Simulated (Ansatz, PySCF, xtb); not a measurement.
Acid–base and redox partners of CC#C. Isolated molecules, 0 K electronic values unless said otherwise. Strings in code marks are SMILES.

Quantity: gas-phase deprotonation enthalpy at 298 K, in kJ/mol. Enthalpy corrections at 298 K come from GFN2-xTB frequencies (xtb). Levels without diffuse functions put anions too high.

Level 1: TPSSh-D3(BJ)/def2-TZVPD // PBE0-D3(BJ)/def2-TZVPD (PySCF)
Level 2: PBE/6-31G* // PBE0-D3(BJ)/def2-TZVPD (PySCF)
Level 3: frozen-core MP2/6-31G* // PBE0-D3(BJ)/def2-TZVPD (PySCF)
Level 4: HF/aug-cc-pVTZ // PBE0-D3(BJ)/def2-TZVPD (Ansatz, an electronic-structure program)

```csv
species,level 2,level 3,level 4
proton removed from C3: `C#C[CH2-]` (not the most acidic site),1640.8,1687.6,1636.4
proton removed from C1: `[C-]#CC`,1668.0,1673.7,1617.6
```

Q: What does level 1 give for each?

A: 
- proton removed from C3: `C#C[CH2-]` (not the most acidic site): 1602.4
- proton removed from C1: `[C-]#CC`: 1613.8
